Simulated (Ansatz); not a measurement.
Computed with Ansatz on PBE0-D4/def2-TZVP structures; ΔE is electronic, products minus reactants. CBS: MP2 limit from def2 TZ/QZ plus the TZ coupled-cluster correction, frozen cores. This one scheme is used for every species. DFT in def2-TZVPP. Each species was taken in one conformer, which may not be the lowest.

`C=NCF` → `[CH]F` + `C=N`  (formal loss of a carbene)

Q: Is it downhill or uphill in electronic energy at CCSD(T)/CBS, and by how much? (Best estimate.)

A: Ansatz gave: Uphill: ΔE = +90.0 kcal/mol.

Q: What do these levels give: BHLYP-D4, ωB97M-V, PBE, r2SCAN, MP2/def2-SVP, HF/CBS(def2)? (Best estimate.)

A: Computed: BHLYP-D4 92.1, ωB97M-V 90.0, PBE 94.1, r2SCAN 96.5, MP2/def2-SVP 97.2, HF/CBS(def2) 80.1 kcal/mol.

Q: What do rigid-rotor, harmonic-oscillator terms from PBE0-D4/def2-TZVP frequencies (298.15 K, 1 bar) make of the CCSD(T)/CBS value? (Best estimate.)

A: Ansatz gave: ΔZPE = -5.9 kcal/mol, ΔH = +85.7 kcal/mol, ΔS = 173 J/(mol·K), ΔG = +73.4 kcal/mol.

Largest T1 diagnostic among the species: 0.018.

In def2-TZVPP, CCSD(T) changes the Hartree–Fock value by +8.4 kcal/mol (the triples alone add +0.7 kcal/mol) and MP2 by +15.1 kcal/mol. From r2SCAN to r2SCAN0 (25 % exact exchange), in def2-TZVPP and without D4, ΔE moves by +0.8 kcal/mol.
